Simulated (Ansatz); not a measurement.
Zinc-blende GaP, treated with PBE (Ansatz, an electronic-structure program, PAW).

The same calculation (at the measured cell, 20.240 Å³/atom) with different numerical settings:

```csv
run,k mesh,gap on the mesh (eV),total energy (eV/atom),rough time
1,4×4×4,1.629,-2269.7050,under 3 core-s
2,6×6×6,1.651,-2269.7681,under 3 core-s
3,8×8×8,1.643,-2269.7749,under 3 core-s
4,12×12×12,1.594,-2269.7761,4 core-s
5,16×16×16,1.596,-2269.7761,5 core-s
6,20×20×20,1.604,-2269.7761,8 core-s
```

In the column total energy (eV/atom) the first row differs from the last by +0.0711 and the next to last by 0.0000.

The last row is no converged limit: other settings stay fixed.

Spin–orbit coupling is not included.
